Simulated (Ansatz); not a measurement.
Program: Ansatz. Geometries: PBE0-D4/def2-TZVP. ΔE: electronic, gas phase. CBS: MP2 limit from def2 TZ/QZ plus the TZ coupled-cluster correction, frozen cores. This one scheme is used for every species, atoms too. For atomizations the MP2-based limit and the directly extrapolated one differ by several kJ/mol either way, and by 10 to 25 for some Ge, Se and Sn compounds, so smaller differences from it don't rank the levels. Functionals use def2-TZVPP. B3LYP here is the variant with VWN-RPA as its local correlation; programs differ in this. Open shells (•) are unrestricted, without spin–orbit coupling. Spin–orbit coupling would lower the free atoms: a little for C, Cl. One conformer a species, not always the lowest.

Reaction (atomization): `C/N=C(/N)Cl` → 2 C• + Cl• + 5 H• + 2 N•

Q: What is ΔE at CCSD(T)/CBS? (Best estimate.)

A: Computed: +3740.3 kJ/mol.

Q: What do these levels give: revPBE-D4, BLYP, PBE0, B3LYP, r2SCANh, HF/def2-QZVPP? (Estimate.)

A: Ansatz gave: revPBE-D4 3802.8, BLYP 3760.7, PBE0 3780.5, B3LYP 3744.1, r2SCANh 3722.8, HF/def2-QZVPP 2511.2 kJ/mol.

Largest T1 diagnostic among the species: 0.013.

Leaving LDA and LC-ωPBE aside and taking each functional with its dispersion term where it has one, the values, not all of them listed here, spread over 305.7 kJ/mol, from BHLYP-D4 to PBE-D4. LDA lies +530.4 kJ/mol from PBE without D4, its usual overbinding. At CCSD(T), def2-SVP lies −228.2 kJ/mol from the extrapolated value and def2-TZVPP −120.2 kJ/mol: correlation converges slowly with the basis, and small sets miss more of it in the bonded molecule than in its fragments. From BLYP to BHLYP (50 % exact exchange), in def2-TZVPP and without D4, ΔE moves by −174.1 kJ/mol: exact exchange takes away binding that semilocal exchange gives to molecules.
